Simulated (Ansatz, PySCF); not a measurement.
Molecule: C4H3S, net charge 0, doublet state. It need not be the lowest isomer of its formula. 
Geometry from a B3LYP-D3(BJ)/def2-TZVP (Ansatz, a program for electronic structure) optimisation:
```xyz
8

S      0.0011     0.0182     1.1362
C      0.0026     1.2954    -0.0469
C     -0.0025    -1.2024    -0.0775
C      0.0003     0.7306    -1.2666
C     -0.0026    -0.6765    -1.3412
H      0.0050     2.3282     0.2558
H     -0.0044    -2.2424     0.2072
H     -0.0047    -1.2602    -2.2485
```
Charge 0, spin multiplicity 2.

Wanted: atomisation energy (electronic, to ground-state atoms), in eV. Correlated levels leave the core frozen unless marked. UHF or UKS for open shells. No spin-orbit coupling. Non-relativistic. The coupled-cluster limit lacks core correlation, which all-electron functionals hold. Basis-set limits of correlation are two-point, X^-3; Hartree-Fock from the larger set. [CCSD(T)-MP2]/basis is that difference in the basis named.

```tsv
level	program	atomisation energy (eV)
HF/cc-pV(T+d)Z	Ansatz	26.06
BLYP/def2-TZVPD	Ansatz	36.19
revPBE/def2-TZVPD	Ansatz	36.57
B3LYP-D3(BJ)/def2-TZVPD	Ansatz + dftd3	36.53
B3LYP/def2-TZVPD	Ansatz	36.14
PBE0/def2-SVP	Ansatz	37.45
PBE0-D3(BJ)/def2-TZVPD	Ansatz + dftd3	37.36
PBE0-D4/def2-TZVPD	Ansatz + dftd4	37.36
TPSSh-D4/def2-TZVPD	PySCF + dftd4	36.82
M06-2X/def2-TZVPD	PySCF	36.56
HSE06-D3(BJ)/def2-TZVPD	Ansatz + dftd3	37.37
HSE06/def2-TZVPD	Ansatz	37.23
CAM-B3LYP/def2-TZVPD	Ansatz	36.29
wB97X-V/def2-TZVPD	Ansatz	36.48
B2PLYP-D4/def2-TZVPD	Ansatz + dftd4	36.27
RI-MP2/cc-pV(Q+d)Z	Ansatz	36.55
CCSD/6-31G*	Ansatz	32.78
CCSD/cc-pV(T+d)Z	Ansatz	34.34
CCSD(T)/cc-pV(D+d)Z	Ansatz	33.29
RI-MP2/CBS(cc-pV(T+d)Z,cc-pV(Q+d)Z)+[CCSD(T)-MP2]/cc-pV(D+d)Z	Ansatz	36.31
RI-MP2/CBS(cc-pV(T+d)Z,cc-pV(Q+d)Z)+[CCSD(T)-MP2]/cc-pV(T+d)Z	Ansatz	36.30
```

The UHF reference is spin-contaminated (<S^2> 0.37 over the pure value in the largest basis).
